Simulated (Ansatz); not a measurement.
Two isomers of C3H5FO2: A = `CC1(F)OCO1`, B = `C=C(O)OCF`.

Isolated molecules relaxed with PBE0-D4/def2-TZVP in Ansatz; ΔE leaves out vibrations. CCSD(T)/CBS adds triple-zeta CCSD(T) − MP2 to the extrapolated MP2 energy (def2 sets, frozen cores). DFT in def2-TZVPP. One conformer a species, not always the lowest.

(1) Which isomer does CCSD(T)/CBS put lower? Give the gap. (Best estimate.)

(2) Give E(B) − E(A) in kcal/mol with CCSD/def2-TZVPP, r2SCAN-D4, PBE0-D4, CCSD(T)/def2-TZVPP, PBE-D4, HF/def2-TZVPP, ωB97M-V. (An estimate is asked.)

Largest T1 diagnostic: 0.012.

## Answers

(1) Computed: A, by 4.7 kcal/mol.

(2) Computed: CCSD/def2-TZVPP 5.9, r2SCAN-D4 4.3, PBE0-D4 5.9, CCSD(T)/def2-TZVPP 5.7, PBE-D4 4.1, HF/def2-TZVPP 4.4, ωB97M-V 5.7. None reverses the order clearly.

In def2-TZVPP, CCSD(T) changes the Hartree–Fock value by +1.3 kcal/mol (the triples alone add −0.3 kcal/mol) and MP2 by +1.1 kcal/mol. From PBE to PBE0 (25 % exact exchange), in def2-TZVPP and without D4, E(B) − E(A) moves by +1.9 kcal/mol.
